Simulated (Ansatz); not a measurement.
`ClC(Cl)C(Cl)Cl` + H₂ → `ClCC(Cl)Cl` + HCl at 400 K and 1 bar (hydrogenolysis of a C–Cl bond).

Gas-phase electronic energies from Ansatz, PBE0-D4/def2-TZVP geometries. CCSD(T)/CBS adds triple-zeta CCSD(T) − MP2 to the extrapolated MP2 energy (def2 sets, frozen cores). This one scheme is used for every species. Each species was taken in one conformer, which may not be the lowest.

| species | CCSD(T)/CBS energy (Eh) | H − E (kJ/mol) | S (J/(mol·K)) |
| --- | --- | --- | --- |
| `ClC(Cl)C(Cl)Cl` | -1916.40948 | 134.4 | 386.6 |
| H₂ | -1.17544 | 38.0 | 139.0 |
| `ClCC(Cl)Cl` | -1457.24183 | 155.5 | 360.8 |
| HCl | -460.38127 | 29.6 | 195.4 |

H − E and S are ideal-gas, rigid-rotor, harmonic terms from PBE0-D4/def2-TZVP, for one conformer and one mirror image of each species. The MP2-based limit puts H₂ 0.8 mEh under its directly extrapolated value; such offsets cancel only in part. 1 Eh = 2625.50 kJ/mol, R = 8.31446 J/(mol·K).

By hand: ΔE, ΔH, ΔS and ΔG.

ΔE = (-1457.24183) + (-460.38127) − (-1916.40948) − (-1.17544) = -0.03818 Eh = -100.2 kJ/mol. Δ(H − E) = 155.5 + 29.6 − 134.4 − 38.0 = 12.7, so ΔH = -87.5 kJ/mol. ΔS = 360.8 + 195.4 − 386.6 − 139.0 = 30.6 J/(mol·K). ΔG = -87.5 − 400 × (30.6)/1000 = -99.7 kJ/mol.

By hand: the equilibrium constant, and the temperature at which ΔG would vanish if ΔH and ΔS stayed fixed.

log₁₀ K = −ΔG/(RT ln 10) = 13.0. ΔH and −TΔS have one sign here, so there is no such temperature.

ΔH outweighs TΔS. A doubt of 5 kJ/mol in ΔE shifts log₁₀ K by 0.7 here. Other conformers and mirror images would add mixing entropy, several J/(mol·K) or more a flexible species. Modes under 60 cm⁻¹, often nearly free rotors, make the harmonic entropy too high. These are equilibria of isolated gas molecules and say nothing of rates. Largest T1 diagnostic: 0.009 (customary marks: 0.02 for closed shells, 0.045 for open ones).
